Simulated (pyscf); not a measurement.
One four-centre exchange on the singlet surface with elements of a group swapped. ωB97M-D3(BJ)/def2-TZVP, eV, from the separated reactants. Single points on ωB97X-D3(BJ)/def2-SVP structures (PySCF, gas phase).

| step | barrier | reaction energy | imaginary mode (i cm⁻¹) |
|---|---|---|---|
| `[SiH3+]` + `[ClH]` → `[SiH2+][Cl]` + `[H][H]` | ? | ? | 1352 |
| `[SiH3+]` + `[FH]` → `[F][SiH2+]` + `[H][H]` | -0.20 | -1.07 | 1479 |

Problem. Complete the blanks.

Solution. 
- `[SiH3+]` + `[ClH]` → `[SiH2+][Cl]` + `[H][H]`, barrier: -0.30
- `[SiH3+]` + `[ClH]` → `[SiH2+][Cl]` + `[H][H]`, reaction energy: -0.99

Row 1: On the reactant side the descent ends in an adduct with a Cl–Si contact, 1.59 eV under the separated species and 1.22 eV under the saddle at ωB97X-D3(BJ)/def2-TZVP. On the product side the descent ends in a bound adduct, 0.47 eV under the separated species and 1.15 eV under the saddle at ωB97X-D3(BJ)/def2-TZVP. Row 2: On the reactant side the descent ends in an adduct with a F–Si contact, 1.43 eV under the separated species and 1.24 eV under the saddle at ωB97X-D3(BJ)/def2-TZVP. On the product side the descent ends in a bound adduct, 0.59 eV under the separated species and 1.43 eV under the saddle at ωB97X-D3(BJ)/def2-TZVP. Each row is the saddle that its search found.
